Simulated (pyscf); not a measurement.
Optimised with ωB97X-D3(BJ)/def2-SVP in PySCF.

Problem. For the elementary gas-phase step H₃C–SnH₂–SH + H₂ → H₃C–SnH₃ + H₂S (singlet surface; S–Sn, H–H broken, H–Sn, H–S formed), what barrier and reaction energy does B3LYP-D3(BJ)/def2-TZVP give, measured from the separated reactants?

Solution. ΔE‡ = 195.6 kJ/mol, ΔE = +45.8 kJ/mol. ωB97M-D3(BJ)/def2-TZVP gives 206.9 kJ/mol and +38.1 kJ/mol. Zero-point energy shifts the barrier by +5.8 kJ/mol. It is a four-centre exchange, with an imaginary mode of 1416i cm⁻¹. One saddle was located; it need not be the lowest between these sides. Elements past Kr carry the def2 core potentials, without spin-orbit coupling.
